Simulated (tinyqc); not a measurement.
Worked calculation (part 2 of 2): G0W0 on RHF in the sto-6g basis, for H2F+, spin multiplicity 1. Computed by tinyqc, a small Python program that keeps every step (integrals from PySCF). Command: `OMP_NUM_THREADS=1 python tinyqc.py 25909 25910 out.jsonl` (the two numbers bound the seeds that draw the settings). One thread of a shared host (Intel(R) Xeon(R) Processor @ 2.60GHz), about 0.2 s of CPU time with the checks.

Geometry (angstrom):

| atom | x | y | z |
|---|---|---|---|
| F | 0.000000 | 0.000000 | 0.000000 |
| H | 0.000000 | 0.909000 | 0.509000 |
| H | 0.000000 | -0.909000 | 0.509000 |

## G0W0 on Hartree-Fock: LUMO

orbital energies (hartree): MO1 -26.917896, MO2 -2.025209, MO3 -1.164567, MO4 -1.039861, MO5 -1.019889, MO6 -0.062730, MO7 0.120088

Two-electron integrals over orbitals (pq|rs), unique and non-zero (hartree):
```
(11|11) 5.381331    (21|11) -0.519091   (21|21) 0.081057    (22|11) 1.225639
(22|21) -0.021439   (22|22) 0.861871    (31|31) 0.017411    (32|31) 0.025296
(32|32) 0.155810    (33|11) 0.976032    (33|21) -0.007655   (33|22) 0.751579
(33|33) 0.724953    (41|11) 0.119353    (41|21) -0.016189   (41|22) 0.012241
(41|33) 0.004081    (41|41) 0.029235    (42|11) -0.088720   (42|21) 0.007503
(42|22) -0.001106   (42|33) -0.005370   (42|41) 0.031539    (42|42) 0.164728
(43|31) -0.003032   (43|32) 0.007722    (43|43) 0.046839    (44|11) 1.175334
(44|21) -0.013788   (44|22) 0.828309    (44|33) 0.711424    (44|41) -0.010420
(44|42) -0.084981   (44|44) 0.903566    (51|51) 0.030383    (52|51) 0.039197
(52|52) 0.183297    (53|53) 0.037580    (54|51) -0.008372   (54|52) -0.030424
(54|54) 0.053688    (55|11) 1.265979    (55|21) -0.013582   (55|22) 0.884638
(55|33) 0.739837    (55|41) 0.002962    (55|42) -0.046766   (55|44) 0.842658
(55|55) 0.998085    (61|11) 0.222497    (61|21) -0.036295   (61|22) 0.005944
(61|33) 0.002304    (61|41) -0.004581   (61|42) -0.017868   (61|44) 0.011681
(61|55) 0.005463    (61|61) 0.021650    (62|11) -0.292995   (62|21) 0.008641
(62|22) -0.142647   (62|33) -0.086236   (62|41) -0.016533   (62|42) -0.040855
(62|44) -0.109038   (62|55) -0.149403   (62|61) 0.002858    (62|62) 0.072264
(63|31) -0.003674   (63|32) 0.029344    (63|43) 0.018492    (63|63) 0.073381
(64|11) -0.249611   (64|21) 0.002664    (64|22) -0.135651   (64|33) -0.077762
(64|41) -0.007233   (64|42) -0.001083   (64|44) -0.142562   (64|55) -0.138077
(64|61) 0.001928    (64|62) 0.059069    (64|64) 0.067051    (65|51) -0.013826
(65|52) -0.052876   (65|54) -0.007616   (65|65) 0.024929    (66|11) 0.671353
(66|21) -0.005651   (66|22) 0.554827    (66|33) 0.544131    (66|41) 0.014860
(66|42) 0.064024    (66|44) 0.525105    (66|55) 0.532708    (66|61) -0.003772
(66|62) -0.045751   (66|64) -0.023621   (66|66) 0.535476    (71|31) 0.017539
(71|32) 0.024444    (71|43) -0.003158   (71|63) -0.003474   (71|71) 0.017685
(72|31) 0.017775    (72|32) 0.068465    (72|43) -0.020034   (72|63) -0.025630
(72|71) 0.017266    (72|72) 0.057544    (73|11) 0.432214    (73|21) -0.008066
(73|22) 0.215737    (73|33) 0.163824    (73|41) -0.001112   (73|42) -0.052030
(73|44) 0.208946    (73|55) 0.235132    (73|61) 0.004690    (73|62) -0.072089
(73|64) -0.080146   (73|66) 0.015792    (73|73) 0.161835    (74|31) -0.006738
(74|32) -0.050979   (74|43) 0.010204    (74|63) -0.041261   (74|71) -0.006747
(74|72) -0.011427   (74|74) 0.044893    (75|53) 0.025806    (75|75) 0.020382
(76|31) -0.010096   (76|32) -0.096049   (76|43) -0.046140   (76|63) -0.090983
(76|71) -0.009933   (76|72) 0.002718    (76|74) 0.057152    (76|76) 0.167068
(77|11) 0.802427    (77|21) -0.007661   (77|22) 0.612799    (77|33) 0.611512
(77|41) 0.002725    (77|42) 0.004770    (77|44) 0.592333    (77|55) 0.601588
(77|61) 0.002659    (77|62) -0.046384   (77|64) -0.030784   (77|66) 0.531993
(77|73) 0.075860    (77|77) 0.575012
```

excitation energies w (hartree): 1.005781  1.053206  1.162608  1.180037  1.315839  1.561733  2.137548  2.259165  26.898431  27.073339

X + Y:
```
            1          2         3         4          5          6          7          8
1>6  0.000000  -0.000410  0.000000  0.000000   0.000000  -0.000672  -0.000292   0.000000
1>7  0.000000   0.000000  0.000895  0.000000   0.000413   0.000000   0.000000  -0.002526
2>6  0.000000  -0.087030  0.000000  0.000000   0.000000   0.283734   0.924958   0.000000
2>7  0.000000   0.000000  0.059436  0.000000  -0.021159   0.000000   0.000000   0.973406
3>6  0.000000   0.000000  0.706949  0.000000  -0.627873   0.000000   0.000000  -0.030163
3>7  0.000000   0.256968  0.000000  0.000000   0.000000   0.856550  -0.180057   0.000000
4>6  0.000000   0.934758  0.000000  0.000000   0.000000  -0.165948   0.080528   0.000000
4>7  0.000000   0.000000  0.685322  0.000000   0.682839   0.000000   0.000000  -0.012889
5>6  0.975529   0.000000  0.000000  0.000000   0.000000   0.000000   0.000000   0.000000
5>7  0.000000   0.000000  0.000000  0.982880   0.000000   0.000000   0.000000   0.000000

            9         10
1>6  0.999195   0.000000
1>7  0.000000   0.999347
2>6  0.000031   0.000000
2>7  0.000000   0.000203
3>6  0.000000  -0.000021
3>7  0.000033   0.000000
4>6  0.000010   0.000000
4>7  0.000000  -0.000043
5>6  0.000000   0.000000
5>7  0.000000   0.000000
```

W(p,q,m) = sqrt2 sum_ia (pq|ia) (X+Y)_ia,m; Sigma_c(x) = sum_(i,m) W^2/(x - e_i + w_m) + sum_(a,m) W^2/(x - e_a - w_m); solve x = e_p + Sigma_c(x) by Newton steps; Z = 1/(1 - dSigma/dx); 1 hartree = 27.211386 eV.

The 12 largest terms at x = e_p (hartree; W for the signs of X + Y given):

| q | m | W | term |
|---|---|---|---|
| 7 | 5 | 0.135892 | -0.012322 |
| 3 | 5 | -0.104238 | 0.004494 |
| 4 | 7 | 0.105311 | 0.003561 |
| 2 | 7 | 0.119611 | 0.003489 |
| 4 | 6 | -0.089120 | 0.003128 |
| 6 | 7 | -0.066557 | -0.002072 |
| 2 | 6 | -0.072193 | 0.001479 |
| 4 | 2 | 0.052241 | 0.001344 |
| 7 | 3 | -0.035356 | -0.000929 |
| 2 | 2 | 0.042993 | 0.000613 |
| 5 | 1 | 0.034392 | 0.000603 |
| 3 | 3 | 0.031217 | 0.000430 |

Newton steps (hartree):

| step | x | Sigma_c(x) | Z |
|---|---|---|---|
| 0 | -0.062730 | 0.003835 | 0.983038 |
| 1 | -0.058960 | 0.003770 | 0.983007 |
| 2 | -0.058960 | 0.003770 | 0.983007 |

quasiparticle energy of the LUMO = -1.604392 eV

Hartree-Fock value = -1.706976 eV
